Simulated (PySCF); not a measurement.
# Splitting trees

Molfile (atoms numbered from 1):
```
C4H5FO
     RDKit          3D

 11 11  0  0  0  0  0  0  0  0999 V2000
    1.9058   -0.0709   -1.0586 O   0  0  0  0  0  0  0  0  0  0  0  0
    1.4398    0.5027   -0.1340 C   0  0  0  0  0  0  0  0  0  0  0  0
    2.1803    1.3927    0.5577 F   0  0  0  0  0  0  0  0  0  0  0  0
    0.0870    0.3893    0.4199 C   0  0  0  0  0  0  0  0  0  0  0  0
   -0.5660   -0.9724    0.3436 C   0  0  0  0  0  0  0  0  0  0  0  0
   -1.0258    0.1009   -0.5619 C   0  0  0  0  0  0  0  0  0  0  0  0
   -0.1264    1.0143    1.2750 H   0  0  0  0  0  0  0  0  0  0  0  0
   -1.1862   -1.2495    1.1856 H   0  0  0  0  0  0  0  0  0  0  0  0
    0.0366   -1.7657   -0.0788 H   0  0  0  0  0  0  0  0  0  0  0  0
   -1.9743    0.5836   -0.3675 H   0  0  0  0  0  0  0  0  0  0  0  0
   -0.7313    0.0418   -1.6015 H   0  0  0  0  0  0  0  0  0  0  0  0
  1  2  2  0
  2  3  1  0
  2  4  1  0
  4  5  1  0
  5  6  1  0
  6  4  1  0
  4  7  1  0
  5  8  1  0
  5  9  1  0
  6 10  1  0
  6 11  1  0
M  END
```

How the numbers were obtained: B3LYP/pcJ-2 coupling constants (spin–dipole term only in couplings to heteroatoms), geometry: PBE0-D3(BJ)/def2-TZVP, shielding tensors at B97-2/pcSseg-2 (GIAO), in PySCF 2.14 (a single conformation, rapidly exchanging positions averaged, relativity neglected, no solvent model).

Scale: 19F vs CFCl3; 1H, 13C against TMS (reference shieldings calculated alike).

Spectrometer: 600 MHz for 1H. First-order analysis; couplings under 1 Hz (under 4 Hz in carbon signals) are ignored, and nearly equal couplings are merged; the smaller ones broaden or split the lines further.

(1) What pattern does F3 show (19F)?

(2) What pattern does H7 show (1H)?

(3) What pattern does C4 show in the proton-coupled 13C spectrum?

Results:

(1) A doublet at δ 51.0: 4.9 Hz to H7 (1 × 1H, 3 bonds away). Lines in Hz from the centre (relative intensity): +2.5 (1), -2.5 (1). The outer lines are 4.9 Hz apart, the sum of the couplings kept, or 0.009 ppm at this field.

(2) A triplet of triplets of doublets at δ 1.49: 9.2 Hz to H8/H10 (2 × 1H, 3 bonds away), 4.9 Hz to H9/H11 (2 × 1H, 3 bonds away), 4.9 Hz to F3 (1 × 19F, 3 bonds away). Lines in Hz from the centre (relative intensity): +16.6 (1), +11.7 (3), +7.3 (2), +6.8 (3), +2.5 (6), +1.9 (1), -1.9 (1), -2.5 (6), -6.8 (3), -7.3 (2), -11.7 (3), -16.6 (1). The outer lines are 33.1 Hz apart, the sum of the couplings kept, or 0.055 ppm at this field.

(3) A doublet of doublets at δ 12.8: 178.8 Hz to H7 (1 × 1H, 1 bond away), 88.7 Hz to F3 (1 × 19F, 2 bonds away). Lines in Hz from the centre (relative intensity): +133.8 (1), +45.0 (1), -45.0 (1), -133.8 (1). The outer lines are 267.5 Hz apart, the sum of the couplings kept, or 1.773 ppm at this field.

3J across rotatable bonds or in flexible rings reflects this conformer alone.
